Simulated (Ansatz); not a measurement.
A made-up structure of AlH4S2 (charge +1), closed shell:

```csv
atom,x (Å),y (Å),z (Å)
Al1,-0.2804,-0.1441,1.5083
S2,-0.8648,0.1337,-0.8683
S3,0.9351,-1.2175,0.1325
H4,-1.8766,-0.7522,-1.0707
H5,-0.2879,1.2985,-1.2682
H6,0.6180,1.0752,1.6369
H7,1.9195,-0.2996,0.0324
```

It is relaxed with PBE-D4/def2-SVP and then PBE0-D4/def2-TZVP (Ansatz 0.2.0). Atoms count as bonded within 1.22 times the sum of their covalent radii (H–H: 0.88 Å). The end point is not checked to be a true minimum.

(1) Does its bonding change? (A judgement: the text doesn't fix the answer.)

## Answers

(1) By the calculation: Yes. Formed: none; broken: S2–S3.

Where it ends: The first stage lowers the energy by 5.48 eV in 34 steps. It ends as AlH₄S₂ ([SH][AlH][SH2]), total charge +1:
```
7
angstrom
Al 0.5588 0.3450 0.4866
S -1.0134 0.6392 -1.3129
S 1.3565 -1.6138 0.2305
H -1.5319 -0.6074 -1.3242
H -2.0279 1.1708 -0.5978
H 0.6215 1.6427 1.3446
H 2.1993 -1.4825 1.2761
```

Labels in which every atom is bracketed show which atoms are joined, not bond orders.

For scale, one of the runs: PBE0-D4/def2-TZVP relaxation, 135 basis functions, launched by `ansatz run in.yaml --threads 2 --pin off --events-out ev --progress --plain --max-ram 4352MiB`. The run took about 22 s on 2 CPU threads of an Intel Xeon Platinum 8259CL (shared host).
